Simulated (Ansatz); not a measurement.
## Worked example: SiH, doublet against SiH⁻, triplet

Geometry (PBE0/def2-TZVPD stationary point of a triplet), kept for both states (SiH⁻, triplet: Σ⁻; SiH, doublet: Π):

```
atom   x (Å)   y (Å)   z (Å)
  Si  0.0000  0.0000  0.0000
   H  0.0000  0.0000  1.5594
```

Basis aug-cc-pVTZ; Ansatz 0.2.0. Only valence electrons are correlated (noble-gas cores frozen). R marks a restricted (for open shells ROHF) determinant, U an unrestricted one.

Full CI isn't at hand for all of this; UCCSDT(Q) serves as the reference, and is uncertain by the last step of the cluster series or more.

The highest occupied Kohn–Sham level of the anion is positive, up to +1.28 eV, so in those functionals the extra electron is held by the basis alone, which enters their differences from the reference.

```tsv
level	E(SiH⁻, triplet) (hartree)	E(SiH, doublet) (hartree)
UHF	-289.467099	-289.438810
UMP2	-289.565896	-289.520807
UCCSD(T)	-289.593446	-289.547959
PBE	-289.891935	-289.840809
PBE0	-289.918694	-289.868413
UCCSDT(Q)	-289.594777	-289.548883
```

Task: Give the vertical gap, SiH doublet less SiH⁻ triplet, at each level in eV (1 hartree = 27.2114 eV), and each error against UCCSDT(Q).

Result: UCCSDT(Q): (-289.548883 − (-289.594777)) × 27.2114 = 1.249 eV (the reference)
PBE0: (-289.868413 − (-289.918694)) × 27.2114 = 1.368 eV, error 0.119 eV
PBE: (-289.840809 − (-289.891935)) × 27.2114 = 1.391 eV, error 0.142 eV
UCCSD(T): (-289.547959 − (-289.593446)) × 27.2114 = 1.238 eV, error -0.011 eV
UMP2: (-289.520807 − (-289.565896)) × 27.2114 = 1.227 eV, error -0.022 eV
UHF: (-289.438810 − (-289.467099)) × 27.2114 = 0.770 eV, error -0.479 eV

Total energies of functionals can't be set beside those of wave-function methods, since they hold the core's correlation and their own absolute errors; only the differences compare.

The reference still carries a basis error, for a change of charge of the order of 0.1 eV, so smaller errors of functionals can't be ranked.

Each level lands on the state that its own search finds. T1 diagnostics of restricted CCSD: 0.023 and 0.023.
